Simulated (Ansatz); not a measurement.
The input, for Ansatz 0.2.0:

```yaml
crystal:
  periodic: [false, false, false]
  atoms:
    - {symbol: Al, position_ang: [-1.114496, 0.000000, 0.000000]}
    - {symbol: H, position_ang: [-1.907420, 1.373384, 0.000000]}
    - {symbol: H, position_ang: [-1.907419, -1.373384, 0.000000]}
    - {symbol: H, position_ang: [0.360504, 0.000000, 0.000000]}
    - {symbol: C, position_ang: [2.332504, 0.000000, 0.000000]}
    - {symbol: H, position_ang: [2.746972, 0.000000, 0.996161]}
    - {symbol: H, position_ang: [2.746972, 0.000000, -0.996161]}
basis:
  gaussian: {orbitals: cc-pVDZ}
correlation: {active_space: {window: {electrons: 4, orbitals: 4}}}
magnetization: {spin_polarized: true, initial_magnetization: 2}
```

```sh
$ ansatz run in.yaml --threads 1 --pin off --events-out ev --progress --plain --max-ram 2393MiB
```

Problem. What does the program do with this input?

Solution. Refused. The input was made wrong on purpose (active space on unrestricted orbitals), so the run isn't a sound calculation of what was asked.
```
Error: invalid value for `correlation.active_space`: it starts from restricted Hartree–Fock orbitals; set hamiltonian.xc: hf without magnetization.spin_polarized
```
